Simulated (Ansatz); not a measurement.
Rock-salt TiN, treated with r²SCAN in Ansatz (PAW).

Numerical settings: plane-wave cutoff 560 eV, 22×22×22 k mesh, Fermi–Dirac smearing 0.05 eV, no spin polarisation, scalar-relativistic PAW data made under PBE.

A third-order Birch–Murnaghan fit to the energies gives V0 = 9.478 Å³/atom, B0 = 295 GPa, B′ = 4.2.

```json
[
 {"V (Å³/atom)": "8.909", "P (GPa)": "20.83"},
 {"V (Å³/atom)": "9.099", "P (GPa)": "13.15"},
 {"V (Å³/atom)": "9.288", "P (GPa)": "?"},
 {"V (Å³/atom)": "9.478", "P (GPa)": "0.01"},
 {"V (Å³/atom)": "9.667", "P (GPa)": "?"},
 {"V (Å³/atom)": "9.857", "P (GPa)": "?"},
 {"V (Å³/atom)": "10.047", "P (GPa)": "-15.22"}
]
```

### Question
Estimate the withheld pressures from this fit; the answers are the runs' own values.

### Answer

- 9.288, P (GPa): 6.24
- 9.667, P (GPa): -5.60
- 9.857, P (GPa): -10.66

The formula P = (3/2) B0 (x^(7/3) − x^(5/3)) [1 + (3/4)(B′ − 4)(x^(2/3) − 1)] with x = V0/V meets the computed pressures within 0.04 GPa when these rounded values are put in.

Measured, for comparison: bulk modulus 288 GPa (temperature not stated, not corrected to a static lattice; as tabulated in Krasnenko and Brik (2013), arXiv:1306.3139); equilibrium volume per atom 9.52 Å³/atom (temperature not stated, not corrected to a static lattice; as tabulated in Zhang et al. (2018), doi:10.1088/1367-2630/aac7f0). Computed (rounded) less measured: bulk modulus +2 %, equilibrium volume per atom -0.4 %. A static lattice is as a rule a little smaller and stiffer than an uncorrected measurement, which can account for part of this.

Static lattice: no zero-point or thermal effects.

Ansatz is a quantum-chemistry and plane-wave program.
